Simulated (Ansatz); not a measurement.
An input meant for AlSi₂⁺ (charge 1, singlet; atoms displaced at random, 0.08 Å in each coordinate).

```yaml
crystal:
  periodic: [false, false, false]
  atoms:
    - {symbol: Al, position_ang: [-0.909536, 2.892614, -0.454483]}
    - {symbol: Si, position_ang: [1.196238, -1.320622, -2.312450]}
    - {symbol: Si, position_ang: [0.154480, -1.271934, 2.496379]}
basis:
  gaussian: {orbitals: def2-mTZVPP}
total_charge: 1
hamiltonian: {xc: {name: r2SCAN0}}
output: {forces: true}
```

```sh
$ ansatz run in.yaml --threads 4 --pin off --events-out ev --progress --plain --max-ram 3916MiB
```

It prints (some lines left out):

```
Functional definition: r2SCAN0
688 factors; integrals over basis functions are off by at most 2.4e-4 eV
mean field evaluation 1: about -22330.8176 eV, gradient 1.5e1 eV
mean field evaluation 2: about -22318.2912 eV, gradient 2.9e1 eV
mean field evaluation 4: about -22316.8524 eV, gradient 3.9e1 eV
mean field evaluation 8: about -22332.5842 eV, gradient 1.4e-1 eV
mean field evaluation 16: about -22332.5888 eV, gradient 3.6e-5 eV
mean field evaluation 32: about -22332.2368 eV, gradient 2.5e-2 eV
mean field evaluation 64: about -22332.4832 eV, gradient 1.8e0 eV
mean field -22332.58882021 eV, -820.7075015705 hartree, gradient 7.3e-6 eV, S^2 0.000000; 9 other end points of the search recorded, 0 dependent functions left out
reference -22332.58883017 eV, -820.7075019363 hartree; 20, 20 occupied and 56, 56 virtual orbitals, 688 factors
Total energy: -22332.58883017 eV, -820.7075019363 hartree
Atom 0 at    -0.909536     2.892614    -0.454483 Å, force     0.194458    -0.398855    -0.152882 eV/Å
Atom 1 at     1.196238    -1.320622    -2.312450 Å, force    -0.250963     0.381721     0.451497 eV/Å
Atom 2 at     0.154480    -1.271934     2.496379 Å, force     0.056505     0.017134    -0.298615 eV/Å
Dipole moment:    -0.488777     1.223426    -0.037796 e Å
```

**Question.** Something in this input is off. What?

**Answer.** The geometry is stretched to more than twice its size. The calculation finished and met its thresholds. The result belongs to that input, not to the species as meant. The restricted singlet is unstable towards broken spin symmetry at other levels; at RKS r2SCAN0/def2-mTZVPP this wasn't settled.
